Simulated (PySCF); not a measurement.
Gas-phase reaction: 4 O + C2H4 → 2 HCOOH

Method: PySCF energies (xtb for GFN2) plus ideal-gas RRHO corrections (1 bar). Table values come from the NASA 1993 polynomials. † marks an energy on the PBE0/def2-TZVP geometry and frequencies; other levels use their own. MP2 and CCSD(T) freeze the core. 6-31G* has spherical d functions here. Open shells (unrestricted): O (multiplicity 3, electronic degeneracy 9); the rest are closed-shell singlets. GFN2 has no spin-polarisation term. Spin-orbit splitting is ignored; it lowers the true energy and changes the entropy of O. B3LYP is the form with VWN-RPA correlation. MP2 isn't extrapolated to the basis-set limit; its ΔH°(298 K) is -1794.1 kJ in def2-SVP and -1873.2 kJ in def2-TZVPP. CCSD(T) isn't extrapolated to the basis-set limit; its ΔH°(298 K) is -1665.7 kJ in def2-SVP and -1729.0 kJ in def2-TZVPP. The harmonic model lacks anharmonicity and excited electronic states, which grow with temperature; levels with a mode under 35 cm⁻¹ are left out. Internal rotation in HCOOH is treated as a harmonic vibration of one conformer, which makes the entropy rough.

```csv
level,"ΔH°(298 K), kJ",minus table,"ΔG°(2500 K), kJ"
table,-1806.3,-,-848.1
B3LYP/6-31G*,-1756.2,50.1,-771.8
B3LYP/def2-TZVP†,-1776.0,30.3,-790.8
CCSD(T)/def2-SVP†,-1665.7,140.6,-680.6
GFN2-xTB,-3191.2,-1384.9,-2214.7
M06-2X/def2-TZVP†,-1812.5,-6.2,-827.3
MP2/def2-SVP†,-1794.1,12.2,-808.9
MP2/def2-TZVPP†,-1873.2,-66.9,-888.1
PBE/def2-SVP,-1990.7,-184.4,-1006.5
PBE/def2-TZVP†,-1940.7,-134.4,-955.6
PBE0/def2-QZVP†,-1798.5,7.8,-813.3
PBE0/def2-SVP†,-1824.5,-18.2,-839.3
```
